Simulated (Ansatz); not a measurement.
Mulliken charges of C3H4O2S (`C#CS(C)(=O)=O`) from PBE/def2-TZVPP in Ansatz (PBE0-D4/def2-TZVP geometry).

```csv
atom,x (Å),y (Å),z (Å),charge (e)
C1,1.580,-0.596,-1.732,0.068
C2,0.751,-0.044,-1.063,-0.317
S3,-0.441,0.771,-0.125,0.648
C4,-0.615,-0.320,1.248,-0.284
O5,-1.658,0.766,-0.876,-0.366
O6,0.134,1.998,0.330,-0.366
H7,2.317,-1.080,-2.332,0.221
H8,-0.960,-1.289,0.892,0.133
H9,-1.365,0.139,1.894,0.131
H10,0.339,-0.396,1.766,0.133
```

By hand: the dipole of these point charges (1 e Å = 4.8032 D).

Σ q r = (0.567, -0.892, 0.070) e Å, of length 1.059 e Å = 5.09 D.

How does the dipole of the full density compare? (An estimate is asked.)

Ansatz gave: (0.359, -0.743, 0.226) e Å, 4.11 D; the point charges give 1.24 times that, at 13° from its direction.

Point charges leave out the atoms' own dipoles, such as those of lone pairs, and Mulliken's split depends on the basis, so the two needn't agree.
